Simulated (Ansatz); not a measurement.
The input, for Ansatz 0.2.0:

```yaml
crystal:
  periodic: [false, false, false]
  atoms:
    - {symbol: N, position_ang: [0.000000, 0.000000, 1.705728]}
    - {symbol: C, position_ang: [0.000000, 0.000000, -0.039030]}
    - {symbol: H, position_ang: [0.000000, 0.000000, -1.666698]}
basis:
  gaussian: {orbitals: 6-31G}
magnetization: {spin_polarized: true, initial_magnetization: 1}
correlation: {method: bccd, electrons: valence}
scf: {lower_state_search: off}
```

```sh
$ ansatz run in.yaml --threads 1 --pin off --events-out ev --progress --plain --max-ram 2393MiB
```

(1) How does this run end?

Answers

(1) Refused. The input was made wrong on purpose (multiplicity of wrong parity), so the run isn't a sound calculation of what was asked.
```
Error: a molecule whose nuclei and cores have a total charge of 14 cannot have a net charge of 0 together with 1 unpaired electrons
```
